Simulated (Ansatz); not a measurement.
# AlGe, quartet along the distance Ge1-Al2

Starting geometry (PBE0/def2-TZVP stationary point for this spin):

```xyz
2

Ge    0.0000    0.0000    0.0000
Al    0.0000    0.0000    2.4669
```

From there Al2 moves along the line of the two atoms named below, all else staying in place; atoms are numbered as listed. Energies are in kJ/mol, counted from the starting geometry at the same level. Kohn–Sham curves are unrestricted where that lies lower.

Basis aug-cc-pVDZ; Ansatz 0.2.0. Only valence electrons are correlated (noble-gas cores and the filled d shells of p-block atoms frozen). No spin–orbit coupling is included, and no scalar relativity.

Full CI is exact within this basis and frozen core; it isn't the basis-set limit.

```csv
distance Ge1-Al2 (Å),r2SCAN
2.169,46.5
2.467,0.0
2.723,14.9
3.420,103.0
4.594,207.0
6.732,245.0
```

Question: Estimate the full CI curve in aug-cc-pVDZ from this one, knowing how r2SCAN errs.

Answer: The computed full CI values, in kJ/mol from the starting point, and the error of r2SCAN against them:
| distance Ge1-Al2 (Å) | full CI | r2SCAN less full CI |
| --- | --- | --- |
| 2.169 | 61.3 | -14.8 |
| 2.467 | 0.0 | 0.0 |
| 2.723 | 7.8 | 7.1 |
| 3.420 | 88.9 | 14.1 |
| 4.594 | 179.5 | 27.6 |
| 6.732 | 205.1 | 39.8 |

r2SCAN at 6.732 Å lies 39.8 kJ/mol (19 %) above the reference in this basis.

In so small a basis the reference is far from its limit while semilocal and hybrid functionals are nearer theirs, so the functionals' errors here hold much of the reference's basis and frozen-core error, which can add to them or hide them.
